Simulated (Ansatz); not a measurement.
## F2 (fluorine): from total energies to a heat of formation

F2 has 2 atoms, charge 0, and is taken as a singlet. SMILES: `FF`. The shape is that of a PBE0-D4/def2-TZVP optimisation.

```xyz
2

F    -0.5839    0.2124   -0.2950
F     0.5839   -0.2124    0.2950
```

Total energies at B3LYP/6-31G* (Cartesian functions) (Ansatz 0.2.0); the atoms run unrestricted:

```tsv
species	state	energy (Eh)
F2	singlet	-199.497677
F	doublet	-99.715535
```

Harmonic wavenumbers at PBE0/aug-cc-pVTZ, in cm⁻¹: 1105.

Measured heats of formation of the gaseous atoms at 298.15 K, in kJ/mol: F 79.4. Spin-orbit lowering of the atoms at 298 K (mean of the ground term's levels less their thermal mean, from spectra), in kJ/mol: F 1.29. Take 1 Eh = 2625.50 kJ/mol, 1 cm⁻¹ = 0.0119627 kJ/mol, RT = 2.479 kJ/mol.

Question: What heat of formation follows?

Answer: 
1. Electronic atomisation energy: 2 × (-99.715535) − (-199.497677) = 0.066607 Eh = 174.9 kJ/mol.
2. Zero-point energy: half the sum of the wavenumbers, 552.5 cm⁻¹ = 6.6 kJ/mol.
3. Thermal vibrational enthalpy, Σ hcν̃/(exp(hcν̃/kT) − 1): 0.1 kJ/mol. Translation, rotation and pV of a linear molecule: 3.5 RT = 8.7 kJ/mol.
4. The 2 free atoms carry 5/2 RT each: 12.4 kJ/mol.
5. Spin-orbit coupling lowers the free atoms by 2 × 1.29 = 2.6 kJ/mol.
6. Atomisation enthalpy at 298 K: 174.9 − 2.6 − 6.6 − 0.1 − 8.7 + 12.4 = 169.3 kJ/mol.
7. Sum of the atoms' heats of formation: 158.8 kJ/mol. Heat of formation: 158.8 − 169.3 = -10.5 kJ/mol.

The tabulated value is 0.0 kJ/mol (Active Thermochemical Tables), so this level is off by -10.5 kJ/mol, or 6.6 % of the atomisation enthalpy. Anharmonicity and any spin-orbit splitting of the molecule are left out.
